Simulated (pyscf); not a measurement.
Thermochemistry of product channels of `[Cl][Cl]` + `[CH]=[CH2]` [doublet] on the doublet surface, in kcal/mol, from CCSD(T)/def2-TZVPP + ΔMP2(QZVPP) energies (ideal gas, 1 atm, RRHO with modes under 100 cm⁻¹ raised to 100, one conformer, R ln 2 for chiral ones without a mode under 150 cm⁻¹). Structures and frequencies: ωB97X-D3(BJ)/def2-SVP in PySCF. Correlated levels are frozen-core, on RHF or UHF. ΔMP2 is the change of the MP2 total energy from the triple- to the quadruple-zeta basis.

```tsv
products	ΔE	ΔH(298 K)	ΔG(600 K)	ΔG(900 K)
`[CH]=[CH][Cl]` [doublet] + `[ClH]`	-27.1	-28.1	-28.1	-28.2
`[CH2]=[C][Cl]` [doublet] + `[ClH]`	-30.9	-31.6	-31.3	-31.3
`[Cl][CH][CH2][Cl]` [doublet]	-61.3	-58.2	-37.5	-27.3
```

These are energies of the channels, which say nothing of barriers. The CCSD(T) − MP2 part came from Ansatz, without density fitting, on the same reference. A UHF reference is spin-contaminated (<S²> up to 0.98), which harms MP2 most.
